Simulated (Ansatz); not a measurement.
Computed with Ansatz.

A structure relaxed at PBE0-D4/def2-TZVP, charge 0, multiplicity 1:

```json
{"atom": "F1", "x (Å)": "-1.0747", "y (Å)": "0.5354", "z (Å)": "0.9944"}
{"atom": "Si2", "x (Å)": "0.0042", "y (Å)": "-0.0402", "z (Å)": "0.0051"}
{"atom": "F3", "x (Å)": "1.3662", "y (Å)": "0.6978", "z (Å)": "0.2776"}
{"atom": "F4", "x (Å)": "-0.4493", "y (Å)": "0.2893", "z (Å)": "-1.4645"}
{"atom": "H5", "x (Å)": "0.1537", "y (Å)": "-1.4824", "z (Å)": "0.1874"}
```

(1) Give its formula and SMILES.

(2) Point group (tolerance 0.08 Å, 0.16 Å for H)?

(3) Summarise the bond lengths by kind.

## Answers

(1) F3HSi, `F[SiH](F)F`.

(2) C3v.

(3) 3 × F–Si 1.573 Å; 1 × H–Si 1.461 Å.
